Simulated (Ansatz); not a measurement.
C₂H₄N₂O (`N=CC(N)=O`). Total charge 0; spin multiplicity 1.

```xyz
9

N     0.2287   -0.4815    1.4905
C     0.8479   -0.0981    0.4607
C     0.1000    0.2710   -0.7940
N    -1.2341    0.1503   -0.6944
O     0.7072    0.6391   -1.7790
H     0.8623   -0.6961    2.2588
H     1.9328    0.0051    0.3640
H    -1.8143    0.3751   -1.4820
H    -1.6304   -0.1648    0.1754
```

(1) What are the harmonic wavenumbers in cm⁻¹ at PBE0-D4/def2-TZVP (Ansatz, finite differences of forces, unscaled)? (Estimate.)

(2) Is this a minimum?

(3) Give the ideal-gas thermochemistry at 298.15 K and 1 bar (rigid rotor, harmonic oscillator; point group Cs, symmetry number 1).

(4) And at 400, 500, 600, 800 and 1000 K?

## Answers

(1) The calculation gave: 122, 296, 347, 509, 531, 593, 651, 875, 895, 1090, 1131, 1189, 1363, 1427, 1600, 1736, 1811, 3095, 3495, 3605, 3749.

(2) Yes, all 21 modes are real.

(3) Zero-point energy 180.1 kJ/mol; H(298) − E = 196.3 kJ/mol; entropy 302.1 J/(mol·K), of which translation 162.2, rotation 105.3, vibration 34.6; G(298) − E = 106.3 kJ/mol.

(4) 
```tsv
T (K)	H − E (kJ/mol)	S (J/mol/K)	G − E (kJ/mol)
400	205.6	328.8	74.1
500	216.3	352.6	40.0
600	228.4	374.5	3.7
800	255.5	413.4	-75.2
1000	285.7	447.0	-161.4
```
